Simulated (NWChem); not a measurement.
# CH2 cation, doublet

```xyz
3

C     -0.0937    -0.0172     0.0000
H      0.2658     0.0487    -1.0358
H      0.2658     0.0487     1.0358
```
Atoms are numbered in this order, from 1.

Program: NWChem. Geometry optimised at PBE0-D3(BJ)/def2-TZVP; all other runs use it. Pople sets run with spherical d functions. Spin-unrestricted. Spin-orbit coupling enters the g values alone. Excited states of an open shell can be spin-contaminated.

```
quantity                                                                     level  value
-----------------------------------------------------------  ---------------------  -----
solvation free energy (kcal/mol) in 2-propanol                 B3LYP/def2-SVP, SMD  -80.1
vertical, lowest excitation (eV)                                 PBE/def2-SVP, TDA    ___
lowest empty minus highest occupied level, either spin (eV)          N12/def2-TZVP   1.85
charge (e), ESP C1                                                  B3LYP/def2-SVP   0.49
A(iso) 13C atom 1 (MHz)                                               B3LYP/6-31G*    ___
Δg1 (ppt)                                                     PBE/x2c-SVPall, ZORA  -7.60
highest harmonic frequency (cm⁻¹)                            PBE0-D3(BJ)/def2-TZVP    ___
```

Problem. Complete the blanks.

Solution. 
- vertical, lowest excitation (eV), value: 1.09
- A(iso) 13C atom 1 (MHz), value: 353
- highest harmonic frequency (cm⁻¹), value: 3246
